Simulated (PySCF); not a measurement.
**Shieldings and the share of exact exchange**

Molecule: SMILES FC(F)(F)S, CHF$_{3}$S.

Structure with atom numbers: `[F:1][C:2]([F:3])([F:4])[SH:5]`. Hydrogens are named by the atom that carries them.

GIAO shieldings (ppm, equivalent atoms averaged) in PySCF 2.14.0 with density-fitted response routines on the PBE0-D3(BJ)/def2-SVP geometry, basis pcSseg-2, gas phase, non-relativistic:

| functional | exact exchange (%) | σ(F1/F3/F4) | σ(C2) |
| --- | --- | --- | --- |
| BLYP | 0 | 195.4 | 24.6 |
| BP86 | 0 | 196.3 | 30.5 |
| PBE | 0 | 194.8 | 30.5 |
| B3LYP | 20 | 212.3 | 33.6 |
| PBE0 | 25 | 216.2 | 41.1 |
| mPW1PW91 | 25 | 217.3 | 40.3 |
| HF | 100 | 265.7 | 68.6 |

**Question.** Fit each shielding as a line in the percentage of exact exchange.

**Answer.** σ(F1/F3/F4) = 197.0 + 0.70 x (rms 1.8 ppm); σ(C2) = 28.7 + 0.40 x (rms 2.4 ppm). The functionals also differ in their semilocal parts, which the line can't hold; Hartree–Fock has no correlation at all.

**Question.** What does the line predict for BHandHLYP (50 %), and what does the run give?

**Answer.** σ(F1/F3/F4): 232.0 predicted, 234.2 computed; σ(C2): 48.7 predicted, 46.8 computed ppm.
